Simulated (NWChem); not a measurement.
System: C₂H₆ anion, doublet; SMILES of the neutral closed-shell parent CC

```xyz
8

C      0.0000     0.0000     0.7663
C      0.0000     0.0000    -0.7663
H     -0.7301     0.7301     1.1606
H      0.9974     0.2672     1.1606
H     -0.2672    -0.9974     1.1606
H     -0.9974    -0.2672    -1.1606
H      0.7301    -0.7301    -1.1606
H      0.2672     0.9974    -1.1606
```
Atoms are numbered in this order, from 1.

Results from NWChem. Pople sets run with spherical d functions. Spin-unrestricted. In the optimisation the excess spin sits in a1g (D3d, its own frame). The geometry was optimised at B3LYP/def2-SVPD, spin-unrestricted. The spin multiplicity was typed, not searched, and may not be the lowest. No stability test was run on the SCF state. The highest occupied level is positive in some or all of these runs, so the extra electron may be held by the finite basis. The gas-phase anion has a positive highest level at the geometry level, so the gas reference is doubtful. Level: M05-2X/6-31+G* with SMD (1 M gas to 1 M solution), gas-phase geometry. Reactions with the solvent are ignored.

| solvent | dielectric constant | solvation free energy (kcal/mol) | cavity-dispersion-structure term (kcal/mol) |
|---|---|---|---|
| water | 78.4 | [?] | [?] |
| benzene | 2.27 | -29.9 | -1.2 |
| diethyl ether | 4.24 | -40.2 | -0.9 |
| 1,4-dioxane | 2.21 | -28.2 | -0.1 |
| 2-propanol | 19.3 | -49.1 | -0.3 |

### Question
What belongs in the gaps?

### Answer

- water, solvation free energy (kcal/mol): -48.4
- water, cavity-dispersion-structure term (kcal/mol): 2.3
